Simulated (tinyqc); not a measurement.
Inside a calculation. Method: G0W0 on RHF in the sto-3g basis, for LiH, spin multiplicity 1. One step of it, computed by the program tinyqc.

Question. G0W0 on Hartree-Fock: HOMO. W(p,q,m) = sqrt2 sum_ia (pq|ia) (X+Y)_ia,m; Sigma_c(x) = sum_(i,m) W^2/(x - e_i + w_m) + sum_(a,m) W^2/(x - e_a - w_m); solve x = e_p + Sigma_c(x) by Newton steps; Z = 1/(1 - dSigma/dx); 1 hartree = 27.211386 eV.

orbital energies (hartree): MO1 -2.358386, MO2 -0.257303, MO3 0.074466, MO4 0.162775, MO5 0.162775, MO6 0.455548

Two-electron integrals over orbitals (pq|rs), unique and non-zero (hartree):
```
(11|11) 1.659077    (21|11) -0.101565   (21|21) 0.010876    (22|11) 0.333164
(22|21) 0.003859    (22|22) 0.465699    (31|11) -0.140701   (31|21) 0.010649
(31|22) -0.012825   (31|31) 0.021949    (32|11) 0.021162    (32|21) -0.002752
(32|22) -0.054563   (32|31) -0.000034   (32|32) 0.017197    (33|11) 0.393568
(33|21) -0.009551   (33|22) 0.216188    (33|31) 0.001291    (33|32) 0.011682
(33|33) 0.333262    (41|41) 0.009813    (42|41) 0.007305    (42|42) 0.021913
(43|41) 0.010326    (43|42) 0.019752    (43|43) 0.041315    (44|11) 0.396336
(44|21) -0.003814   (44|22) 0.254978    (44|31) -0.005042   (44|32) 0.009893
(44|33) 0.280887    (44|44) 0.312946    (51|51) 0.009813    (52|51) 0.007305
(52|52) 0.021913    (53|51) 0.010326    (53|52) 0.019752    (53|53) 0.041315
(54|54) 0.016869    (55|11) 0.396336    (55|21) -0.003814   (55|22) 0.254978
(55|31) -0.005042   (55|32) 0.009893    (55|33) 0.280887    (55|44) 0.279207
(55|55) 0.312946    (61|11) 0.067292    (61|21) -0.009460   (61|22) -0.007634
(61|31) -0.004156   (61|32) 0.002479    (61|33) 0.011652    (61|44) 0.001357
(61|55) 0.001357    (61|61) 0.010630    (62|11) -0.068587   (62|21) 0.002429
(62|22) 0.113790    (62|31) 0.003156    (62|32) -0.039527   (62|33) -0.017837
(62|44) -0.029917   (62|55) -0.029917   (62|61) 0.000373    (62|62) 0.127976
(63|11) 0.020228    (63|21) -0.002576   (63|22) -0.054281   (63|31) 0.004114
(63|32) 0.013463    (63|33) 0.036185    (63|44) 0.005391    (63|55) 0.005391
(63|61) 0.004367    (63|62) -0.035752   (63|63) 0.028326    (64|41) -0.006086
(64|42) -0.019097   (64|43) -0.012832   (64|64) 0.019692    (65|51) -0.006086
(65|52) -0.019097   (65|53) -0.012832   (65|65) 0.019692    (66|11) 0.357615
(66|21) 0.001437    (66|22) 0.437532    (66|31) -0.011117   (66|32) -0.046992
(66|33) 0.239349    (66|44) 0.262762    (66|55) 0.262762    (66|61) -0.004666
(66|62) 0.112999    (66|63) -0.045547   (66|66) 0.436156
```

excitation energies w (hartree): 0.353520  0.461673  0.461673  0.938573  2.476170  2.540740  2.540740  2.835292

X + Y:
```
             1          2          3          4          5          6         7          8
1>3  -0.000712   0.000000   0.000000  -0.005076   0.990952   0.000000  0.000000  -0.021127
1>4   0.000000   0.006731  -0.009024   0.000000   0.000000   0.739630  0.667247   0.000000
1>5   0.000000  -0.009024  -0.006731   0.000000   0.000000  -0.667247  0.739630   0.000000
1>6  -0.003479   0.000000   0.000000  -0.000304   0.024313   0.000000  0.000000   0.995967
2>3   0.963669   0.000000   0.000000  -0.060794  -0.000009   0.000000  0.000000   0.000414
2>4   0.000000  -0.570314   0.764608   0.000000   0.000000   0.001454  0.001312   0.000000
2>5   0.000000   0.764608   0.570314   0.000000   0.000000  -0.001312  0.001454   0.000000
2>6   0.145201   0.000000   0.000000   0.866924   0.001701   0.000000  0.000000   0.000115
```

Give: The 12 largest terms at x = e_p; Newton steps; quasiparticle energy of the HOMO; Hartree-Fock value.

Answer.

The 12 largest terms at x = e_p (hartree; W for the signs of X + Y given):

| q | m | W | term |
|---|---|---|---|
| 2 | 4 | 0.144 | 0.022 |
| 6 | 4 | 0.160 | -0.016 |
| 2 | 1 | -0.051 | 0.007 |
| 3 | 4 | -0.050 | -1.96e-03 |
| 6 | 1 | -0.028 | -7.14e-04 |
| 5 | 2 | 0.024 | -6.32e-04 |
| 4 | 3 | 0.024 | -6.32e-04 |
| 4 | 2 | -0.018 | -3.51e-04 |
| 5 | 3 | 0.018 | -3.51e-04 |
| 3 | 1 | 0.015 | -3.42e-04 |
| 2 | 5 | -0.018 | 1.30e-04 |
| 1 | 5 | 0.015 | 4.66e-05 |

Newton steps (hartree):

| step | x | Sigma_c(x) | Z |
|---|---|---|---|
| 0 | -0.257 | 0.009 | 0.944 |
| 1 | -0.249 | 0.009 | 0.945 |
| 2 | -0.249 | 0.009 | 0.945 |

quasiparticle energy of the HOMO = -6.766 eV

Hartree-Fock value = -7.002 eV
